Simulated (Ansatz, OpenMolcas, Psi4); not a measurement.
**How methods differ on SiH3 (silyl radical)**

SiH3: 4 atoms, total charge 0, spin state doublet. As SMILES, `[SiH3]`. The coordinates come from a PBE0-D4/def2-TZVP relaxation.

```
atom    x (Å)    y (Å)    z (Å)
  Si   0.2938  -0.0269  -0.1640
   H   0.5592   0.6653   1.1239
   H  -0.2240  -1.4017   0.0601
   H  -0.6289   0.7632  -1.0200
```

Each level gives the energy change with the Si1–H3 bond stretched from 1.486 to 1.932 Å (eV). The values are calculated.

```tsv
level	kind	program	value (eV)	less CCSD(T)/cc-pVTZ	CPU time (all runs)
UHF/cc-pVTZ	Hartree–Fock	Ansatz	1.10	+0.12	1.9 s
U-revPBE/cc-pVTZ	GGA	OpenMolcas	0.86	-0.12	50 s
UB2PLYP/cc-pVTZ	double hybrid	Ansatz	1.01	+0.03	9.7 s
UDSD-PBEP86/cc-pVTZ (density fitting for correlation)	double hybrid	Psi4	1.03	+0.05	45 s
UMP2/cc-pVTZ	perturbation theory	Ansatz	1.07	+0.09	2 s
UOMP2/cc-pVTZ (density fitting for correlation)	perturbation theory	Psi4	1.06	+0.08	47 s
ROCCSD(T)/cc-pVTZ	coupled cluster or CI	OpenMolcas	0.98	0.00	32 s
UCCSD(T)/cc-pVTZ	coupled cluster or CI	Psi4	0.98	0.00	70 s
```

ROCCSD(T)/cc-pVTZ is the highest level here, not the true value. The first shape isn't each level's own minimum. The values span 0.86 to 1.10 eV. CPU times are rough (shared hosts, several kinds of processor and program).
